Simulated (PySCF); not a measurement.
Working out the electron affinity of Li

Li⁻ [He] 2s2 (1S) → Li [He] 2s1 (2S). All numbers are calculated (PySCF 2.14, scalar relativity by spin-free X2C-1e, in dyall-acv3z). Frozen: nothing; the 5 highest virtual orbitals dropped. Energies in hartree (1 hartree = 27.21139 eV):

```json
{"part": "UHF", "Li⁻ (lower)": "-7.428890", "Li (upper)": "-7.433422"}
{"part": "MP2 opposite-spin", "Li⁻ (lower)": "-0.054764", "Li (upper)": "-0.037972"}
{"part": "MP2 same-spin", "Li⁻ (lower)": "-0.000579", "Li (upper)": "-0.000524"}
```

Problem. What does Hartree-Fock give?

Solution. (-7.433422) − (-7.428890) = -0.004532 hartree = -0.123 eV.

Problem. What do MP2 and SCS-MP2 (6/5 opposite-spin, 1/3 same-spin) give?

Solution. The opposite-spin parts differ by 0.457 eV and the same-spin parts by 0.001 eV. MP2: -0.123 + (0.457) + (0.001) = 0.335 eV. SCS-MP2: -0.123 + 1.2 × (0.457) + (0.001)/3 = 0.426 eV.

A first-order spin-orbit estimate adds 0.000 eV to MP2 (valence and next inner shell), giving 0.335 eV against 0.618 eV (measured; photodetachment measurements, as compiled on the Wikipedia data page of electron affinities).

What remains against the reference includes basis incompleteness and correlation beyond second order.
